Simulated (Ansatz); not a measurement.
Ansatz input

```yaml
crystal:
  lattice:
    - [-2.5124914082, 2.5124914082, 2.5124914082]
    - [2.5124914082, -2.5124914082, 2.5124914082]
    - [2.5124914082, 2.5124914082, -2.5124914082]
  atoms:
    - { symbol: Ba, position: [0.0, 0.0, 0.0] }
hamiltonian:
  xc: pbe
  pseudopotentials:
    kind: paw
    azcp:
      Ba: "pseudopotentials/Ba.paw.azcp"
basis:
  ecutwfc: 420
  fft_grid_basis: typed
kpoints:
  mp_grid: { grid: [9, 9, 9], shift: [0, 0, 0] }
magnetization:
  spin_polarized: false
scf:
  occupations: { method: cold, width: 0.2 }
  lower_state_search: "off"
output:
  stress: true
```

Terminal output

```
Engine: ansatz 0.2.0, x86_64-unknown-linux-gnu
Pseudopotentials: kind: paw
Pseudopotential: Ba, paw, valence charge 10, recommended cutoff 420 eV (normal) 
Functional definition: PBE
  parameter kappa = 0.804
  parameter beta = 0.06672455060314922
  exchange = pbe_x(kappa = kappa, mu = beta*pi^2/3)
  correlation = pbe_c(beta = beta)
Crystal: 1 atoms, lattice volume = 63.442 Å³
Basis set: ecut = 420 eV, 1253 PW (Γ)
Bands: 9, of which v1, the nominal top of the filled ones, is band 5 counted from 1 (4 counted from 0)
Symmetry: 48 space group operations
Space group: Im-3m (ITA 229), of the structure as read, at distance tolerance 4.0e-5 Å
k-points: 35 of 729
Non-local potential: Ba, projectors of the file, l = 0: 3, l = 1: 2, l = 2: 2, l = 3: 2
PAW form: soft (Blöchl's): semilocal exchange-correlation on the pseudo side does not see the compensation charge
PAW one-centre angular grid: Ba, 194 points (default); XC on 64 Gauss nodes
Initial density: superposition of atomic densities (neutral atoms: chi_scale 0, normalization atom), corrected by the library's trained network
Initial wavefunctions: pseudopotential atomic-orbital guess
Functional: x = pbe(κ = 0.804, μ = 0.2195149727645171), c = pbe(β = 0.06672455060314922)
SCF iter   1: F=—  HF=-5949.537457 eV  |F-HF|=—  |Δ(HF+E_count)|=         —  Δρ=1.03e-3  dr2=1.05e-3  ethr=1.77e-3  ⟨swp⟩=7.2  Hψ=2947  notcnv=0
SCF iter   2: F=—  HF=-5949.537479 eV  |F-HF|=—  |Δ(HF+E_count)|=   2.12e-5  S|Δr|=    0.00e0  Δρ=7.13e-4  dr2=5.15e-4  ethr=1.05e-5  ⟨swp⟩=2.5  Hψ=708  notcnv=0
SCF iter   3: F=—  HF=-5949.537479 eV  |F-HF|=—  |Δ(HF+E_count)|=   7.25e-7  S|Δr|=    0.00e0  Δρ=1.12e-4  dr2=1.05e-5  ethr=5.15e-6  ⟨swp⟩=2.9  Hψ=492  notcnv=0
SCF iter   4: F=—  HF=-5949.537481 eV  |F-HF|=—  |Δ(HF+E_count)|=   1.73e-6  S|Δr|=    0.00e0  Δρ=4.61e-5  dr2=8.23e-7  ethr=1.05e-7  ⟨swp⟩=2.0  Hψ=494  notcnv=0
SCF iter   5: F=-5949.537482 eV  HF=-5949.537482 eV  |F-HF|=2.86e-8  |Δ(HF+E_count)|=   1.03e-6  S|Δr|=    0.00e0  Δρ=6.68e-6  dr2=3.08e-8  ethr=1.00e-9  ⟨swp⟩=4.8  Hψ=1032  notcnv=0
SCF 1 converged in 5 iterations: F = -5949.537482 eV  dr2 = 3.08e-8
SCF converged after 5 iterations
Stability not checked: this state was not tested for a lower state beside it, because cold or Methfessel-Paxton smearing, or corrected tetrahedra, fill the levels in a way that the test cannot read (fill_not_monotonic; see scf.lower_state_search)
Free energy (F): -5949.537482 eV
Harris-Foulkes:  -5949.537482 eV  (|F-HF|=2.86e-8)
Internal energy: -5949.545303 eV  (E = F + TS)
E sigma→0 (E₀):  -5949.540089 eV
Entropy (-TS):   0.007821 eV (7.821 meV/atom)
Fermi energy:    5.772461 eV
--- Per-component energies (eV) ---
  E_band       = -85.545743
  E_kinetic    = 166.313218
  E_local      = -378.780383  (includes V_loc(G=0)·N_el)
  E_nonlocal   = 57.085495
  E_hartree    = 119.561306
  E_xc         = -166.471522
  E_vxc        = -133.522791  (∫ρ·V_xc dr)
  E_paw        = -5225.822064  (= ΣΔE_a)
  E_vpaw       = -35.764435  (= ΣTr[D̂ρ^β])
  E_aug_tail   = -0.000002  (compensation charges beyond the density's cutoff)
  E_ewald      = -521.431350
  E_smearing   = 0.007821  (= −TS)
  E_closure    = 0.000000  (closes the sum)
  Σ components = -5949.537482   (vs F -5949.537482, Δ=0.00e0)
--- Stress (GPa, compression-positive) ---
       -0.022855       0.000000      -0.000000
       -0.000000      -0.022855      -0.000000
        0.000000      -0.000000      -0.022855
  P = ⅓ Tr σ = -0.0229 GPa (-0.229 kbar)
```

Command:

```sh
ansatz run input.yaml --threads 1 --pin off --max-ram 3584MiB --backend cpu --events-out ev --progress --plain --runs-dir out
```

On 1 thread of Intel(R) Xeon(R) Platinum 8259CL CPU @ 2.50GHz (Skylake/Cascade Lake) (shared host) this took about 1.3 s of wall time and 1.3 s of CPU time.
